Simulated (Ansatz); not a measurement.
# [GeH3···H···BH2], doublet along the distance Ge1-H5

Starting geometry:

```yaml
atoms:
  - { symbol: Ge, position_ang: [-0.5132, 0.0000, 0.0000] }
  - { symbol: H, position_ang: [-1.0247, 1.4466, 0.0000] }
  - { symbol: H, position_ang: [-1.0247, -0.7233, 1.2528] }
  - { symbol: H, position_ang: [-1.0247, -0.7233, -1.2528] }
  - { symbol: H, position_ang: [1.0211, 0.0000, 0.0000] }
  - { symbol: B, position_ang: [2.9878, 0.0000, 0.0000] }
  - { symbol: H, position_ang: [3.4968, 0.0000, 1.0770] }
  - { symbol: H, position_ang: [3.4968, 0.0000, -1.0770] }
```

From there H5 is moved from one fragment to the other while all else, the fragments' distance too, stays fixed; atoms are numbered as listed. Energies are in eV, counted from the starting geometry at the same level.

Basis cc-pVDZ; Ansatz 0.2.0. Only valence electrons are correlated (noble-gas cores and the filled d shells of p-block atoms frozen). Prefix R: restricted or restricted open-shell reference; prefix U: unrestricted. Active spaces: frontier = (9e, 9o) about the gap. No spin–orbit coupling is included, and no scalar relativity.

Runs in a small pair space aren't shown, since their orbitals change along the scan.

Full CI isn't at hand for all of this; UCCSDT(Q) serves as the reference, and is uncertain by about the last step of the cluster series. The frozen core follows each run's orbitals, which can shift R against U totals by a few meV for light atoms and by up to 0.1 eV past Ca.

```csv
distance Ge1-H5 (Å),UCCSDT(Q),error UHF,error UMP2,error RCCSDT,error UCCSDT,error RCCSDT(Q),error MRCISD (frontier space)
1.534,0.000,0.000,0.000,0.000,0.000,0.000,0.000
1.648,0.002,0.073,0.024,0.001,0.001,0.000,0.009
1.876,-0.063,0.193,0.064,0.003,0.002,0.001,0.018
2.103,-0.538,0.152,0.015,0.003,0.000,0.003,0.009
2.331,-0.824,0.035,-0.022,0.003,0.000,0.004,-0.007
```

Errors are those of relative energies. In total energy the starting point itself misses UCCSDT(Q) by: UHF 6.558, UMP2 1.507, RCCSDT 0.004, UCCSDT 0.003, RCCSDT(Q) 0.001, MRCISD (frontier space) 0.420 eV.

Spread of the error over the points with a reference, to 2.331 Å (largest less smallest): UCCSDT 0.002, RCCSDT 0.003, RCCSDT(Q) 0.004, MRCISD (frontier space) 0.025, UMP2 0.086, UHF 0.193 eV.
